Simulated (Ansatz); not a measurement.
Molecule: CH$_{3}$F, net charge 1, doublet state. 
Structure (B3LYP-D3(BJ)/def2-TZVP (Ansatz, a first-principles code) minimum search):
```
C
F 1 1.2871
H 1 1.0874 2 116.86
H 1 1.1715 3 118.18 2 -135.44
H 1 1.1715 3 118.18 4 -89.12
```
Charge +1, spin multiplicity 2.

Basis-set convergence of Hartree-Fock and CCSD(T) correlation energies (hartree) with Ansatz. Correlated levels leave the core frozen unless marked. Open shells are spin-unrestricted. No spin-orbit coupling. No relativistic terms.

| basis | functions | E(HF) | E(corr, CCSD(T)) |
|---|---|---|---|
| aug-cc-pVDZ | 73 | -138.61699 | -0.36732 |
| aug-cc-pVTZ | 161 | … | … |

Task: Some entries are withheld; supply them.

Result: 
- aug-cc-pVTZ, E(HF): -138.65779
- aug-cc-pVTZ, E(corr, CCSD(T)): -0.44778
